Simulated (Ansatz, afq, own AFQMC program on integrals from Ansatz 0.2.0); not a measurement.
**HfH, doublet in def2-TZVPP, levels against CCSDT(Q)**

```xyz
2

Hf    0.0000    0.0000    0.0000
H     0.0000    0.0000    1.8648
```

Basis def2-TZVPP with its core potentials. Only valence electrons are correlated. Ansatz 0.2.0 and our own AFQMC program on the same integrals; the CISD trial comes from CCSD amplitudes, and released means the phaseless constraint is let go. Uncertainties: one standard error, sampling alone. No spin–orbit coupling. The metal's outer-core s and p shells are frozen, which shifts wave-function levels against functionals.

Determinant: ROHF, the one that the program's search chose, which needn't be the lowest solution. The geometry is a PBE0/def2-TZVP stationary point of this or a neighbouring charge and spin state.

No full CI on the walks' own integrals is used here; CCSDT(Q) serves as the reference and is uncertain by about the last step of the cluster series.

Cautions: no spin-orbit coupling; outer-core shells of the metal frozen; a spin-contaminated unrestricted determinant lies lower (UHF 298 meV lower, ⟨S²⟩ 1.30); the released energies are still falling, so no released level is given (meV from the phaseless value at times in 1/Eh: -15 ± 3 at 0.60, -21 ± 3 at 1.20, -31 ± 3 at 2.00, -33 ± 4 at 3.00, -44 ± 4 at 4.20), though the last usable value meets CCSDT(Q) within the noise; CCSDT(Q) on the UHF determinant differs (34 meV lower), perhaps since the unrestricted series falls towards higher spin.

```
T1 diagnostic                               : 0.0375
weight of the determinant in the CISD state : 0.868
size of the correlated space                : 5 electrons in 66 orbitals
```

| level | correlation energy (eV) |
| --- | --- |
| MP2 | -2.0424 |
| CCSD | -2.6162 |
| CCSD(T) | -2.7225 |

Question: Estimate where phaseless AFQMC with a CISD trial lies against CCSD(T) on the same integrals.

Answer: 0.18 ± 0.07 kcal/mol above CCSD(T).

Reference: CCSDT(Q), correlation energy -2.766 eV.

```csv
level,E − E(reference) (kcal/mol),share of correlation (%)
CCSD(T),1.00,98.43
CCSDT,0.11,99.82
ph-AFQMC/CISD,1.18 ± 0.07,98.15
```

A walk keeps the symmetry of its determinant, which the program's search chose and which needn't be the lowest solution, so a lower state of the same spin and another symmetry isn't excluded.
